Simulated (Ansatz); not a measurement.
**AlHS (triplet): wave-function methods side by side, def2-QZVPP**

The task here is to estimate one member of a computed series from the others.

Computed with Ansatz 0.2.0, Gaussian basis. Level: def2-QZVPP, core rule «outside noble gas», up to 10 orbitals frozen.

The runs, in order: UHF; ROHF; CCSD(T) on UHF.

2 further runs of the same task are left out: 2 set aside as unsound or not needed.

## What is computed

The geometry is a PBE0/def2-TZVP stationary point (not a proven minimum).

3 atoms, charge 0, spin multiplicity 3.

Atoms are counted from 1 here; the program's logs count them from 0.

Bond lengths: Al1–S2 2.185 Å, S2–H3 1.348 Å. Angles: Al1–S2–H3 99.2°.

Set-up of the first run:

in.yaml reads:

```yaml
crystal:
  periodic: [false, false, false]
  atoms:
    - {symbol: Al, position_ang: [0.000000, 0.032224, 1.206475]}
    - {symbol: S, position_ang: [0.000000, -0.066502, -0.975876]}
    - {symbol: H, position_ang: [0.000000, 1.252993, -1.251158]}
basis:
  gaussian: {orbitals: "def2-QZVPP.json"}
magnetization: {spin_polarized: true, initial_magnetization: 2}
hamiltonian: {xc: hf}
output: {orbitals: {seedname: orbitals}}
```

Command:

```console
ansatz run in.yaml --threads 1 --pin off --events-out ev --progress --plain --max-ram 2393MiB
```

Among the steps run: UHF; ROHF; CCSD(T) on UHF.

One table of the session follows, with a row left open; its other results are not shown here.

| method | from UCCSD(T) (kcal/mol) |
| --- | --- |
| ROHF | +167.35 |
| UHF | +166.54 |
| UMP2 | ? |
| UCCSD | +8.36 |
| UCCSD(T) | 0 |

Q: Estimate the row for UMP2 from the others.

The run gave: from UCCSD(T) (kcal/mol): +22.51. In the column «from UCCSD(T) (kcal/mol)» it lies between UCCSD (+8.36) and UHF (+166.54).
